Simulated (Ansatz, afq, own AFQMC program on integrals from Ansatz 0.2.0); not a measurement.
# Ni, triplet: AFQMC among the cluster methods

A free Ni atom.

Basis def2-TZVPP. Noble-gas cores (and the filled d shells of Ga–Kr and In–Xe) are frozen. AFQMC by an in-house program on the Cholesky factors that Ansatz 0.2.0 writes for its CCSD(T) run. ph-AFQMC/CISD is guided by a CISD state made of CCSD amplitudes; releasing the constraint for a short imaginary time cuts its bias at the price of noise, slowly where states lie close. Free AFQMC starts from the CCSD state and is never constrained. Its projection time is finite, and what remains of the start isn't in its error. Uncertainties: one standard error, sampling alone. The metal's outer-core s and p shells are frozen, which shifts wave-function levels against functionals.

Determinant: UHF, the one that the program's search chose, which needn't be the lowest solution.

No full CI on the walks' own integrals is used here; CCSDT(Q) serves as the reference and is uncertain by about the last step of the cluster series.

Cautions: no relativity below Rb; outer-core shells of the metal frozen; the ph-AFQMC/CISD walk drifts between its halves (2.6 errors).

The T1 diagnostic is 0.0198 and the weight of the determinant in the CISD state is 0.906. The ⟨S²⟩ of the determinant is 2.005. The size of the correlated space is 10 electrons in 55 orbitals.

```csv
level,correlation energy (eV)
MP2,-8.5664
CCSD,-8.4109
CCSD(T),-8.6800
```

Estimate where free-projection AFQMC lies against CCSD(T) on the same integrals.

0.06 ± 0.17 mEh above CCSD(T). The gap is under twice the noise, so this walk alone can't tell the two apart.

Reference: CCSDT(Q), correlation energy -8.682 eV. The released energy is read at 1.62 1/Eh, later times being too noisy (meV from the phaseless value at times in 1/Eh: 0 ± 4 at 0.24, -8 ± 4 at 0.51, -16 ± 4 at 0.99, -18 ± 7 at 1.62, -18 ± 10 at 2.40).

| level | E − E(reference) (mEh) | share of correlation (%) |
| --- | --- | --- |
| CCSD(T) | 0.07 | 99.98 |
| CCSDT | 0.04 | 99.99 |
| ph-AFQMC/HF | 5.93 ± 0.93 | 98.14 |
| ph-AFQMC/CISD | 0.79 ± 0.14 | 99.75 |
| released AFQMC | 0.12 ± 0.25 | 99.96 |
| free AFQMC | 0.14 ± 0.17 | 99.96 |

Free projections are given only where their last times agree within the noise and don't stop above the reference; a slow remainder of the start can still hide under it. A walk keeps the symmetry of its determinant, which the program's search chose and which needn't be the lowest solution, so a lower state of the same spin and another symmetry isn't excluded. Released energies are given only where the last usable release times agree within the noise; a slower fall can still hide under it.
